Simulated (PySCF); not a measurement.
PySCF input (M06-2X/6-31G* (5d)):

```python
from pyscf import gto, dft

mol = gto.M(
    atom='''
    C     1.33588083    0.17663357    0.00811228
    C     0.05820264    0.43851080   -0.00811815
    H     2.26699010    0.71990471    0.00550453
    H    -0.25405481    1.48851309   -0.03147361
    C    -1.05503693   -0.57138509    0.00208581
    H    -0.66476666   -1.58771845    0.02545578
    H    -1.69884812   -0.42434069    0.87312388
    H    -1.68359975   -0.45891440   -0.88509024
    ''',
    basis='6-31g*',
    charge=0,
    spin=1,
    verbose=4,
)

mf = dft.UKS(mol, xc='m062x')
mf.grids.level = 4
mf.conv_tol = 1e-9
mf.max_cycle = 100
mf.max_memory = 1500
mf.kernel()
if not mf.converged:
    mf = mf.newton()
    mf.kernel(mf.make_rdm1())
mo, _, stable, _ = mf.stability(return_status=True)
if not stable:
    mf.kernel(mf.make_rdm1(mo, mf.mo_occ))
    stable = mf.stability(return_status=True)[2]
mf.dip_moment()
```

Problem. Predict the final energy.

Solution. -117.14819 Eh.
